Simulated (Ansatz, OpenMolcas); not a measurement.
## How methods differ on SiO (SMILES O=[Si])

SiO has 2 atoms, charge 0, and is taken as a singlet. As SMILES, `O=[Si]`. Geometry: relaxed at PBE0-D4/def2-TZVP.

```xyz
2

O    -0.6407    0.2315   -0.3240
Si    0.6407   -0.2315    0.3240
```

Each level gives the energy change with the O1–Si2 bond stretched from 1.509 to 1.886 Å (eV). The values are calculated.

```tsv
level	kind	program	value (eV)	less FCI/STO-3G
PBE/STO-3G (restricted)	GGA	Ansatz	1.85	-0.10
r2SCAN0/STO-3G (restricted)	hybrid meta-GGA	Ansatz	2.67	+0.72
HSE06/STO-3G (restricted)	range-separated hybrid	Ansatz	2.45	+0.50
wB97M-V/STO-3G (restricted)	range-separated hybrid	Ansatz	2.74	+0.79
B2PLYP/STO-3G (restricted)	double hybrid	Ansatz	1.80	-0.15
RPA@PBE/STO-3G (restricted)	RPA	Ansatz	1.79	-0.16
MP2/STO-3G (restricted)	perturbation theory	OpenMolcas	2.37	+0.42
CCSDT/STO-3G (restricted)	coupled cluster or CI	Ansatz	1.95	0.00
CISD/STO-3G (restricted)	coupled cluster or CI	OpenMolcas	2.52	+0.57
FCI/STO-3G	exact in the basis	Ansatz	1.95	0.00
```

FCI/STO-3G is exact within its basis and frozen core, so for wave-function methods in that basis the difference is their error; functionals converge differently with the basis, so for them it is only a difference. The first shape isn't each level's own minimum. The values span 1.79 to 2.74 eV. All rows use very small basis sets, so even the best lies far from the true value.
